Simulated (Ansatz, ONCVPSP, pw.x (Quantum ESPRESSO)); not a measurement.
silicon (diamond): variants of one ONCV potential in the solid

ONCVPSP 4.0.1 input, shortened (lines: element, Z, core and valence counts, functional; n l f; lmax; l rc ep ncon nbas qcut; lloc lpopt rc5 dvloc0; l nproj debl; icmod fcfact rcfact), PBE, scalar-relativistic:

```
  Si 14.00    3    2        4      upf
    1    0    2.00
    2    0    2.00
    2    1    6.00
    3    0    2.00
    3    1    2.00
    2
    0    2.00    0.00    4    7    3.40
    1    2.15    0.00    4    8    3.90
    2    2.10    0.10    3    7    3.90
    4    4    1.90    0.00
    0    2    3.80
    1    1    3.80
    2    2    2.60
    3    3.25    1.20
```

Crystal test: diamond Si in pw.x 7.5, no spin, 8³ k-points, Fermi–Dirac smearing 0.01 Ry, cutoffs set for each file from its atomic test. The reference is all-electron LAPW (Ansatz 0.2.0) with the same functional, mesh and smearing; V0 and B0 come from Birch–Murnaghan fits to the pressures at five volumes. Errors are pseudo minus all-electron; Δ is the rms difference of the E(V) curves that follow from these fits, minima aligned, over ±6 % about the mean V0. Mesh and smearing are coarse, so the numbers serve the comparison and aren't converged zero-temperature values; the lattice is a test structure that the element need not adopt.

All-electron: a0 = 5.469 Å (V0 = 20.45 Å³/atom), B0 = 88.5 GPa.

3 further variants are left out: they gave no file fit for a test, a broken result, the same result as the base, or pressures whose basis-set error rivals the error shown.

| change | cutoffs (Ry) | pw.x | a0 (Å) | a0 error (%) | B0 error (%) | Δ (meV/atom) | mean pressure error (GPa) |
| --- | --- | --- | --- | --- | --- | --- | --- |
| base | 65/260 | converged | 5.467 | -0.04 | -0.6 | 0.5 | -0.12 |
| p: qcut 6 | 65/260 | converged | 5.466 | -0.05 | -0.7 | 0.7 | -0.15 |

**Question.** Give the row for: d: rc 2, qcut 4.1, nproj 0; local potential the d channel.

**Answer.** pw.x: converged; mean pressure error (GPa): +0.26; a0 (Å): 5.475; a0 error (%): +0.10; B0 error (%): -1.4; Δ (meV/atom): 1.1.
